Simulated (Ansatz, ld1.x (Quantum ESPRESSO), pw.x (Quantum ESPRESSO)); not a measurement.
# What a changed setting does to a pw.x run (diamond Ta)

Potential: norm-conserving Troullier–Martins (Kleinman–Bylander form), ld1.x (Quantum ESPRESSO) 7.5, LDA (PW92); core [Xe] 4f14, reference 5d3 6s2 6p0; waves: 6p (bound, empty): rc 3.00 bohr; 5d (bound): rc 2.22 bohr; 6s (bound): rc 2.60 bohr; local part: the s channel; core correction: none.

The reference run (k-mesh 8³, cutoffs 45/180 Ry, Fermi–Dirac 0.01 Ry, mixing_beta 0.4, conv_thr 1e-9, no spin) gives -0.61 GPa at 26.138 Å³/atom, where all-electron LAPW gives -0.04 GPa. This run, with its own iteration cap, changes k-mesh shift to 1.

```
&control
  calculation='scf', prefix='x', pseudo_dir='./', outdir='./tmp', tstress=.true., disk_io='none'
/
&system
  ibrav=0, nat=2, ntyp=1, ecutwfc=45, ecutrho=180, nbnd=12,
  occupations='smearing', smearing='fd', degauss=0.01
/
&electrons
  conv_thr=1e-09, mixing_beta=0.4, electron_maxstep=50
/
ATOMIC_SPECIES
Ta 1.0 Ta.UPF
CELL_PARAMETERS angstrom
  0.00000000 2.96772816 2.96772816
  2.96772816 0.00000000 2.96772816
  2.96772816 2.96772816 0.00000000
ATOMIC_POSITIONS crystal
Ta 0.0000 0.0000 0.0000
Ta 0.2500 0.2500 0.2500
K_POINTS automatic
8 8 8 1 1 1
```

```bash
pw.x < Ta.scf.in > Ta.scf.out
```

Question: How does the run end?

Answer: It converges in 10 iterations; the free energy moves by +0.7 meV/atom and the pressure by -0.04 GPa. The result is that of the reference run.

```
Message from routine setup:
     using ibrav=0 with symmetry is DISCOURAGED, use correct ibrav instead
     lattice parameter (alat)  =       7.9312  a.u.
     unit-cell volume          =     352.7759 (a.u.)^3
     number of electrons       =        10.00
     number of Kohn-Sham states=           12
     kinetic-energy cutoff     =      45.0000  Ry
     charge density cutoff     =     180.0000  Ry
     scf convergence threshold =      1.0E-09
     Exchange-correlation= PW
     number of k points=    60  Fermi-Dirac smearing, width (Ry)=  0.0100
     iteration #  1     ecut=    45.00 Ry     beta= 0.40
     total energy              =     -20.08140697 Ry
     estimated scf accuracy    <       0.05335946 Ry
     iteration #  2     ecut=    45.00 Ry     beta= 0.40
     total energy              =     -20.08292222 Ry
     estimated scf accuracy    <       0.00772643 Ry
     iteration #  3     ecut=    45.00 Ry     beta= 0.40
     total energy              =     -20.08388901 Ry
     estimated scf accuracy    <       0.00065293 Ry
     [... 4 iterations left out ...]
     iteration #  8     ecut=    45.00 Ry     beta= 0.40
     total energy              =     -20.08402759 Ry
     estimated scf accuracy    <       0.00000014 Ry
     iteration #  9     ecut=    45.00 Ry     beta= 0.40
     total energy              =     -20.08402761 Ry
     estimated scf accuracy    <          1.3E-09 Ry
     iteration # 10     ecut=    45.00 Ry     beta= 0.40
     the Fermi energy is     6.5085 ev
!    total energy              =     -20.08402761 Ry
     estimated scf accuracy    <          3.2E-12 Ry
     smearing contrib. (-TS)   =      -0.01640294 Ry
     The total energy is F=E-TS. E is the sum of the following terms:
     one-electron contribution =       8.27219502 Ry
     hartree contribution      =       1.54391768 Ry
     xc contribution           =      -5.87066562 Ry
     ewald contribution        =     -24.01307174 Ry
     convergence has been achieved in  10 iterations
          total   stress  (Ry/bohr**3)                   (kbar)     P=       -6.43
     Message from routine punch:
     Nothing written, as per user request (disk_io='none')
```

The run took about 17 s on one core of a shared host (Neoverse-V2, 96 threads, 377 GiB, load 15).
